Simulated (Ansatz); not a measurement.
# C2H3FO: the cost of one run

All numbers are computed with Ansatz 0.2.0, driven from Python. Level of theory: MP2/cc-pVTZ.

## Step 1: The structure

Bond lengths: O1–C2 1.303 Å, C2–C3 1.322 Å, C3–F4 1.287 Å, O1–H5 0.995 Å, C2–H6 1.093 Å, C3–H7 1.132 Å. Angles: O1–C2–C3 121.8°, O1–C2–H6 112.1°, C3–C2–H6 126.2°, C2–O1–H5 111.8°, C2–C3–F4 125.3°, C2–C3–H7 124.3°, F4–C3–H7 110.2°.

No structure file is read: the coordinates are typed or built in the script.

## Step 2: Script

tae.py reads:

```python
from collections import Counter
from dataclasses import dataclass

import ansatz as az
from rdkit import Chem
from rdkit.Chem import AllChem


@dataclass(frozen=True)
class Options:
    basis: str = "cc-pVTZ"
    method: str = "MP2"


settings = Options()


def energy(molecule, charge=0, unpaired=0):
    calc = (
        molecule.calculation()
        .basis(gaussian=settings.basis)
        .correlation(settings.method)
    )
    if charge:
        calc = calc.charge(charge)
    if unpaired:
        calc = calc.spin("collinear", total=unpaired)
    return calc.run().report["free_energy_ev"]


def main() -> None:
    rd = Chem.AddHs(Chem.MolFromSmiles("OC=CF"))
    AllChem.EmbedMolecule(rd, randomSeed=804)
    AllChem.UFFOptimizeMolecule(rd)
    molecule = az.Crystal.molecule()
    for atom, xyz in zip(rd.GetAtoms(), rd.GetConformer().GetPositions()):
        molecule = molecule.atom(atom.GetSymbol(), xyz.round(5).tolist())

    unpaired = {"O": 2, "C": 2, "F": 1, "H": 1}
    counts = Counter(site.symbol for site in molecule.cartesian_sites)
    atom_energy = {s: energy(az.Crystal.molecule().atom(s, (0, 0, 0)), 0, unpaired[s]) for s in counts}
    whole = energy(molecule, 0, 0)
    for s, e in atom_energy.items():
        print(f"{s:2s} x{counts[s]}  {e:14.5f} eV")
    print(f"C2H3FO: {whole:.5f} eV")
    split = sum(counts[s] * e for s, e in atom_energy.items()) - whole
    print(f"atomisation energy (no zero-point term): {split:.3f} eV, {split / sum(counts.values()):.3f} eV an atom")


if __name__ == "__main__":
    main()
```

## Step 3: The run

On the command line:

```console
$ python tae.py
```

What time and memory should one allow on 1 thread of Arm Neoverse V1, shared host?

About 4.3 s, with a peak of 0.34 GiB.
